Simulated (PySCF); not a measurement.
Method: ωB97X-D3(BJ)/def2-TZVP // PBE0-D3(BJ)/def2-TZVP in PySCF. All species are isolated molecules in the gas phase. Excitations are Tamm–Dancoff values on a coarser integration grid. The basis has no diffuse functions, so Rydberg states are missing or too high.

Reference species (SMILES): `FB(F)Cl` (neutral, multiplicity 1).

```yaml
T1 excitation (TDA): 8.05 eV
HOMO: -12.46 eV
S1 excitation (TDA): 8.23 eV
HOMO–LUMO gap: 14.58 eV
```

Changed species: `B(F)(F)F` (0 of 3 F replaced by Cl; the reference has 1 of 3 F replaced by Cl).

Question: Give the shifts of the T1 excitation (TDA), HOMO, S1 excitation (TDA) and HOMO–LUMO gap.

Answer: the T1 excitation (TDA) rises by 2.74 eV, to 10.79 eV; the HOMO falls by 2.39 eV, to -14.85 eV; the S1 excitation (TDA) rises by 2.79 eV, to 11.02 eV; the HOMO–LUMO gap increases by 2.44 eV, to 17.02 eV.
